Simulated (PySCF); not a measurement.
Two-dimensional NMR puzzle

Compound of formula C4H9F. Correlations simulated from computed shifts and the bond graph:

HSQC (one-bond C–H):
```csv
δH,δC
4.14,94.5
1.94,34.3
0.92,20.3
```

COSY cross peaks (H two or three bonds apart, from the bond graph; peaks can be absent where the dihedral angle is near 90°):
```csv
δH,δH
4.14,1.94
1.94,0.92
```

HMBC (two and three bonds, from the bond graph):
```csv
δH,δC
4.14,"34.3, 20.3"
1.94,"94.5, 20.3"
0.92,"94.5, 34.3, 20.3"
```

[PySCF: B97-2/pcSseg-2 with gauge-including orbitals; geometry from PBE0-D3(BJ)/def2-TZVP; relativity neglected; no solvent model; averaged over atoms made equivalent by symmetry, fast rotation or ring inversion; one computed conformer]

Scale: TMS for $^{1}$H and $^{13}$C (reference shieldings calculated alike).

Exchangeable hydrogens are left out of these lists.

Question: Assemble the structure.

Answer: (CH3)2CHCH2F (FCC(C)C).

Numbering as in the mapped SMILES `[CH3:1][CH:2]([CH3:3])[CH2:4][F:5]`. Each H is labelled by its parent atom.

- δC 94.5 is C4, an sp3 CH2 bonded to F (δH 4.14).
- δC 34.3 is C2, an sp3 CH (δH 1.94).
- δC 20.3 is C1/C3, a methyl carbon (δH 0.92).
- COSY links 4.14–1.94, 1.94–0.92.

Shifts are as computed. Against solution values, carbons near 30 ppm lie about +3 ppm off and those near 130 ppm about +7 ppm. Of 1211 compounds with measured shifts, 218 miss one by over three times the rms of a fit or turn the order of signals round; such compounds aren't used in these exercises.
